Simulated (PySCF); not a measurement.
EPR parameters of C4H5O

Compound: C4H5O (doublet state).
Cartesian coordinates in Å at the GFN2-xTB level; atoms count from 1:
```
atom  x, y, z in Å
C1     2.0161   -0.1477   -0.3933
C2     0.8394    0.2641   -0.0956
C3    -0.4406    0.7406    0.1696
C4    -1.5133   -0.3333    0.2308
O5    -0.6855    1.9336    0.3510
H6     2.3761   -0.2154   -1.4140
H7     2.7350   -0.4591    0.3555
H8    -1.3856   -1.0578   -0.5695
H9    -1.4418   -0.8556    1.1835
H10   -2.4909    0.1353    0.1596
```

The hyperfine couplings belong to this conformer and change with its torsions.

Identity: `[C](=C)C(=O)C` [radical].

Method used: UKS B3LYP, pcH-1 on C H O, non-relativistic, mean-field spin-orbit, GIAO (PySCF). Geometry: GFN2-xTB; no solvent, vibrations or thermal averaging. A GFN2-xTB geometry isn't a minimum of the functional, and hyperfine couplings can be far from their values at a DFT geometry. Stability of the SCF solution: not tested.

```
g1, g2, g3                      : 2.00207, 2.00424, 2.00819
g_iso                           : 2.00483
Form of g                       : rhombic: the two nearest values differ by 35 % of g3 − g1
⟨S²⟩                            : 0.7667 (exact 0.7500)
α and β electrons               : 19, 18
HOMO–LUMO gap, α and β orbitals : 6.33, 3.68 eV
Basis functions                 : 175
```

Hyperfine couplings atom by atom, in MHz; T1 to T3 are the principal values of the dipolar part:

| atom | isotope | a_iso | T1 | T2 | T3 | Mulliken spin population |
| --- | --- | --- | --- | --- | --- | --- |
| C1 | 13C | -50.2 | -12.8 | 3.9 | 8.8 | -0.14 |
| C2 | 13C | 59.7 | -66.8 | -51.5 | 118.3 | 0.78 |
| C3 | 13C | -40.0 | -11.4 | 2.2 | 9.1 | -0.11 |
| C4 | 13C | -2.3 | -1.1 | -0.1 | 1.2 | 0.00 |
| O5 | 17O | -23.2 | -105.4 | 52.1 | 53.3 | 0.34 |
| H6 | 1H | 154.7 | -4.2 | -2.7 | 6.9 | 0.06 |
| H7 | 1H | 152.3 | -4.3 | -2.8 | 7.1 | 0.06 |
| H8 | 1H | 0.6 | -3.1 | -2.4 | 5.5 | 0.00 |
| H9 | 1H | 3.9 | -2.8 | -1.6 | 4.4 | 0.00 |
| H10 | 1H | -0.2 | -2.2 | -1.2 | 3.4 | 0.00 |

The Mulliken spin populations are largest on C2 (+0.78), O5 (+0.34), C1 (-0.14) and C3 (-0.11). The positive populations add up to 1.25 and the negative ones to -0.25, together 2S = 1.

Axes: g3 points within 2° of the C3–O5 bond.

Under fast tumbling the dipolar parts average out, and these isotropic splittings remain: 1 × 1H (H6, I = 1/2, 2 lines) with 5.51 mT, 1 × 1H (H7, I = 1/2, 2 lines) with 5.43 mT and 3 × 1H (H8/H9/H10, I = 1/2, 4 lines) with 0.05 mT.

Nuclei that the bonding pattern makes equivalent are averaged, as if the motion that swaps them (rotation, inversion, ring flip) were fast.

The 17O coupling of O5 (-23.2 MHz) shows only in satellite lines or after enrichment, since that isotope makes up about 0.038 % of natural oxygen.

The 13C coupling of C2 (59.7 MHz) shows only in satellite lines or after enrichment, since that isotope makes up about 1.07 % of natural carbon.

Examples of negative spin density at the nucleus (bohr⁻³): C1 (-0.0446), C3 (-0.0356) and C4 (-0.0021).
